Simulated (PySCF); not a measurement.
From one molecule to another.

First species: 1,4-cyclohexadiene, C6H8.
SMILES: `C1=CCC=CC1`

Second species: 3-methylcyclopentene, C₆H₁₀.
InChI=1S/C6H10/c1-6-4-2-3-5-6/h2,4,6H,3,5H2,1H3/t6-/m0/s1

Levels: B3LYP/def2-SVPD for HOMO energy, LUMO energy, HOMO–LUMO gap and static isotropic polarisability; TDDFT B3LYP/def2-SVPD for lowest singlet excitation; TDA B3LYP/def2-SVPD for lowest triplet excitation (Tamm–Dancoff). Geometries: GFN2-xTB. Each species is one conformer at its optimised geometry, gas phase, non-relativistic unless stated. Electronic properties by PySCF.

Values for the first species:

| Quantity | Value |
| --- | --- |
| HOMO energy | -6.50 eV |
| LUMO energy | 0.12 eV |
| HOMO–LUMO gap | 6.62 eV |
| Lowest singlet excitation | 5.76 eV |
| Lowest triplet excitation (Tamm–Dancoff) | 4.38 eV |
| Static isotropic polarisability | 67.3 au |

Question: Estimate the same properties for the second species, and the change in each.

Answer: 
```json
{"property": "HOMO energy", "first": "-6.50 eV", "second": "-6.69 eV", "second less first": "-0.19 eV"}
{"property": "LUMO energy", "first": "0.12 eV", "second": "0.31 eV", "second less first": "+0.19 eV"}
{"property": "HOMO–LUMO gap", "first": "6.62 eV", "second": "7.00 eV", "second less first": "+0.38 eV"}
{"property": "lowest singlet excitation", "first": "5.76 eV", "second": "6.39 eV", "second less first": "+0.63 eV"}
{"property": "lowest triplet excitation (Tamm–Dancoff)", "first": "4.38 eV", "second": "4.42 eV", "second less first": "+0.04 eV"}
{"property": "static isotropic polarisability", "first": "67.3 au", "second": "69.3 au", "second less first": "+2.0 au"}
```

On the first: No computed singlet falls in the visible range (750 to 380 nm, 1.65 to 3.26 eV); S1 lies 2.50 eV above its blue end. The vertical singlet–triplet gap S1 − T1 is 1.38 eV (TDDFT singlet less Tamm–Dancoff triplet; S1: HOMO→LUMO, weight 0.97; T1: HOMO→LUMO, weight 0.79).

On the second: S1 lies 0.61 eV below the HOMO–LUMO gap; its leading configuration is HOMO→LUMO+1, weight 0.83. No computed singlet falls in the visible range (750 to 380 nm, 1.65 to 3.26 eV); S1 lies 3.13 eV above its blue end.
